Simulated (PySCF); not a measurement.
fluoroethene (C₂H₃F), SMILES C(F)=C. Coordinates come from a B3LYP-D3(BJ)/def2-TZVP optimisation.

Computed with PySCF 2.14.0 with B3LYP-D3(BJ)/def2-TZVP.

Harmonic wavenumbers (cm⁻¹): 489, 730, 894, 940, 965, 1169, 1337, 1417, 1712, 3168, 3201, 3262. Rotational constants (GHz): 65.58, 10.62, 9.139; symmetry number 1.

Q: Work out the zero-point energy and the ideal-gas rigid-rotor harmonic-oscillator thermochemistry at 298.15 K and 1 atm.

A: ZPE = ½ Σ hcν = ½ × 19283 cm⁻¹ = 115.34 kJ/mol. H − E(el) = 126.61 kJ/mol. Entropy in J/(mol K): translation 156.51, rotation 89.75, vibration 5.94, total 252.20. G − E(el) = 51.41 kJ/mol. Cp = 49.63 J/(mol K).
